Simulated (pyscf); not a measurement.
Structures and frequencies: ωB97X-D3(BJ)/def2-SVP in PySCF.

Problem. For `[SbH2][S][SbH2]` + `[H]` [doublet] → `[SbH2]` [doublet] + `[SH][SbH2]`, a substitution at S (doublet surface; S–Sb broken, H–S formed), PBE/def2-TZVP gives ΔE‡ = -8.6 kJ/mol and ΔE = -124.9 kJ/mol (zero: the separated reactants). In which direction and how far do B3LYP-D3(BJ)/def2-TZVP, M06-2X/def2-TZVP, ωB97M-D3(BJ)/def2-TZVP move these?

Solution. B3LYP-D3(BJ): ΔE‡ = -10.5 kJ/mol, ΔE = -132.7 kJ/mol; M06-2X: ΔE‡ = 7.7 kJ/mol, ΔE = -150.3 kJ/mol; ωB97M-D3(BJ): ΔE‡ = 9.8 kJ/mol, ΔE = -142.7 kJ/mol. PBE's barrier lies among them. Its reaction energy lies over all of them, by 7.8 to 25.4 kJ/mol. On the product side the descent ends in a complex, 17.9 kJ/mol under the separated species and 132.2 kJ/mol under the saddle at ωB97X-D3(BJ)/def2-TZVP. At PBE, B3LYP-D3(BJ) this geometry lies under the reactants; that is no barrier but a single point on another level's saddle; such a level's own saddle, if it has one, lies nearer that side and is low. One saddle was located; it need not be the lowest between these sides. The angle at the attacked S is 160°. Elements past Kr carry the def2 core potentials, without spin-orbit coupling.
